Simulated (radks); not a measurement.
**Taking charge from the 3s level of Al²⁺ in fractions**

What happens to E and to the 3s eigenvalue of Al²⁺ when a fraction of an electron is removed? The exact functional would give straight lines between whole numbers for a frontier level.

The numbers are computed with radks (a radial shooting solver on a logarithmic mesh, Libxc functionals) version 1 (Dirac Kohn-Sham, PBE, spin-unpolarised, spherical densities, finite nucleus), except any that are marked as measured or tabulated.

## Step 1: What is computed

* element: aluminium (Z = 13)
* charge: +2
* electrons: 11
* configuration: [Ne] 3s1
* nuclear rms radius: 3.061 fm

Outer shells as boxes (Hund's rule):

Al²⁺
```
[Ne] core
3s [↑ ]
```

## Step 2: Start: [Ne] 3s1

Settings of this run:

```text
Z 13
configuration [Ne] 3s1
relativity Dirac
functional pbe,pbe
spin unpolarised
j_filling average
nucleus finite rms 3.061 fm
c 137.035999084
```

## Step 3: 0.125 electron removed from 3s

Input: that of step 2 with these lines changed.

```diff
@@ -1,3 +1,3 @@
 Z 13
-configuration [Ne] 3s1
+configuration [Ne] 3s0.875
 relativity Dirac
```

## Step 4: 0.25 electron removed from 3s

Input: that of step 3 with these lines changed.

```diff
@@ -1,3 +1,3 @@
 Z 13
-configuration [Ne] 3s0.875
+configuration [Ne] 3s0.75
 relativity Dirac
```

## Step 5: 0.375 electron removed from 3s

Input: that of step 4 with these lines changed.

```diff
@@ -1,3 +1,3 @@
 Z 13
-configuration [Ne] 3s0.75
+configuration [Ne] 3s0.625
 relativity Dirac
```

## Step 6: 0.5 electron removed from 3s

Input: that of step 5 with these lines changed.

```diff
@@ -1,3 +1,3 @@
 Z 13
-configuration [Ne] 3s0.625
+configuration [Ne] 3s0.5
 relativity Dirac
```

## Step 7: 0.625 electron removed from 3s

Input: that of step 6 with these lines changed.

```diff
@@ -1,3 +1,3 @@
 Z 13
-configuration [Ne] 3s0.5
+configuration [Ne] 3s0.375
 relativity Dirac
```

## Step 8: 0.75 electron removed from 3s

Input: that of step 7 with these lines changed.

```diff
@@ -1,3 +1,3 @@
 Z 13
-configuration [Ne] 3s0.375
+configuration [Ne] 3s0.25
 relativity Dirac
```

## Step 9: 0.875 electron removed from 3s

Input: that of step 8 with these lines changed.

```diff
@@ -1,3 +1,3 @@
 Z 13
-configuration [Ne] 3s0.25
+configuration [Ne] 3s0.125
 relativity Dirac
```

## Step 10: 1 electron removed from 3s

Input: that of step 9 with these lines changed.

```diff
@@ -1,3 +1,3 @@
 Z 13
-configuration [Ne] 3s0.125
+configuration [Ne] 3s0
 relativity Dirac
```

**Question.** What will these runs give? Wanted: for each run, removed; E − E(0); eigenvalue.

The runs gave:

```csv
removed (e),E − E(0) (eV),eigenvalue (eV)
0,0.000,-23.747
0.125,3.041,-24.904
0.25,6.226,-26.069
0.375,9.558,-27.243
0.5,13.038,-28.430
0.625,16.666,-29.634
0.75,20.447,-30.852
0.875,24.379,-32.044
```

The trapezoid integral of minus the eigenvalue gives 24.378 eV over the range, against 24.379 eV from the energies (Janak's theorem). The eigenvalue moves by 9.48 eV per electron.
